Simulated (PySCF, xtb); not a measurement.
sulfur dioxide (O2S), SMILES S(=O)=O.

Harmonic wavenumbers (cm⁻¹) from xtb 6.7.1 with GFN2-xTB at its own minimum, in rising order: 496, 1166, 1262.

Problem. What does PBE-D3(BJ)/def2-TZVP in PySCF 2.14.0 give at its own minimum? (Estimate from the structure and the level; the computed values follow.)

Solution. 492, 1115, 1308. Paired by order, the mean absolute difference is 34 cm⁻¹ and the zero-point energies are 4.2 and 4.2 kcal/mol.
